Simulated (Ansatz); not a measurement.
A nudged elastic band was laid between two geometries of H$_{3}$OSi$_{2}$ (6 atoms, charge 1, multiplicity 1).

All numbers below come from RKS CAM-B3LYP-D4/def2-SVP (Ansatz 0.2.0).

```json
{
  "movable images": "7",
  "climbing image": "yes",
  "spring": "5.0 eV/Å²",
  "optimiser": "quadratic models (default)",
  "start path": "IDPP",
  "force threshold": "0.05 eV/Å",
  "iteration limit": "60",
  "end points": "relaxed"
}
```

Image 0:

```xyz
6
Properties=species:S:1:pos:R:3
O -0.706 -0.636 -0.258
Si 0.262 -1.737 0.791
Si 0.631 0.519 0.247
H -1.519 -0.674 -0.798
H 1.344 0.914 -0.984
H -0.011 1.614 1.002
```

Image 8:

```xyz
6
Properties=species:S:1:pos:R:3
O -0.707 -0.635 -0.258
Si 0.262 -1.736 0.790
Si 0.631 0.519 0.247
H -1.520 -0.673 -0.798
H -0.010 1.613 1.003
H 1.343 0.913 -0.985
```

(1) What changes between the two ends?

(2) What energy profile does the band end with?

(3) What is the geometry of the highest image?

(4) What are the harmonic wavenumbers there?

Answers

(1) No bond is made or broken. The dihedral O1–Si2–Si3–H5 goes from -85 to 85°. The two ends are copies of one structure, up to a mirror image or an exchange of like atoms.

(2) The forces met the threshold. The highest image is number 4 of 0 to 8, 18.9 kcal/mol above the ends, which have the same energy within 2 meV. A vibrational analysis at the climbing image gives one clearly imaginary mode, 103i cm⁻¹: a first-order saddle point. Limits of this set-up: the dipole of an ion depends on the origin.

| image | path coordinate (Å) | energy (kcal/mol) | dihedral O1–Si2–Si3–H5 (°) |
| --- | --- | --- | --- |
| 0 | 0.00 | 0.0 | -85 |
| 1 | 0.71 | 9.9 | -97 |
| 2 | 1.41 | 17.0 | -109 |
| 3 | 2.12 | 18.5 | -143 |
| 4 | 2.82 | 18.9 | 180 |
| 5 | 3.52 | 18.5 | 143 |
| 6 | 4.22 | 17.0 | 109 |
| 7 | 4.92 | 9.8 | 97 |
| 8 | 5.62 | 0.0 | 85 |

(3) 
```xyz
6
Properties=species:S:1:pos:R:3:forces:R:3
O -1.220 -1.070 0.560 -0.01 0.01 0.01
Si 0.091 -1.644 -0.227 0.01 0.00 0.00
Si 0.880 0.872 -0.393 0.00 -0.01 -0.01
H -1.953 -1.603 0.910 0.00 -0.01 0.00
H 2.116 1.435 -1.006 0.00 0.00 0.00
H 0.086 2.009 0.156 0.00 0.00 0.00
```

(4) 103i, 136, 257, 377, 402, 580, 637, 937, 968, 2241, 2275, 3811 cm⁻¹.

Time of the run: 5.4 min on 1 thread of Arm Neoverse V1, on a shared host, peak memory 0.13 GiB.
